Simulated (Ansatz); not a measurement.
Energy profile

The step: AlH₂Cl ([AlH2][Cl]) + CH₄ → CH₅Al ([CH3][AlH2]) + HCl (still joined by a long Al–Cl bond); bonds formed: Al1–C6, Cl2–H5; bonds broken: H5–C6; bonds weakened to dative contacts: Al1–Cl2 (atoms numbered as in the saddle structure below).

```xyz
9
angstrom
Al -0.4452 -0.6689 -0.7499
Cl 1.1838 0.9228 -1.7567
H 0.2218 -2.0909 -0.9379
H -1.8415 -0.2448 -1.3594
H 0.8120 0.8135 -0.4122
C 0.0226 0.2536 0.9981
H -0.3123 1.2788 1.1768
H 1.0112 0.1135 1.4429
H -0.6525 -0.3777 1.5982
```

Electronic energies by CCSD(T) at an estimated basis limit (MP2 extrapolated from triple and quadruple zeta, plus CCSD(T) − MP2 in triple zeta), on PBE0-D4/def2-TZVP structures; CH$_{6}$AlCl, singlet; no counterpoise correction. Computed with Ansatz 0.2.0 (basis: def2-TZVPP and def2-QZVPP); correlated methods freeze the cores. Extrapolation: Hartree–Fock as exp(−7.88 √X), correlation as X^−2.97.

Give the profile in eV, counted from the separated reactants. (To be estimated.)

By the calculation:
```
                                                                                                            point      eV
separated: AlH$_{2}$Cl (linked as [AlH2][Cl]; Al1, Cl2, H3, H4; singlet) + CH$_{4}$ (H5, C6, H7, H8, H9; singlet)   0.000
                                                                                                  start structure  -0.114
                                                                                                           saddle   1.884
                                                                                                    end structure   1.569
     separated: CH$_{5}$Al (linked as [CH3][AlH2]; Al1, H3, H4, C6, H7, H8, H9; singlet) + HCl (Cl2, H5; singlet)   1.835
```

No T1 diagnostic of these runs exceeds 0.010.

For scale, one of the runs: CCSD(T)/def2-TZVPP, 199 basis functions, launched by `ansatz run in.yaml --threads 2 --pin off --events-out ev --progress --plain --max-ram 4352MiB`. Time: 44 s of wall clock on 2 CPU threads of an Intel Xeon Platinum 8259CL; the host was shared. Peak host memory: 2.2 GiB.
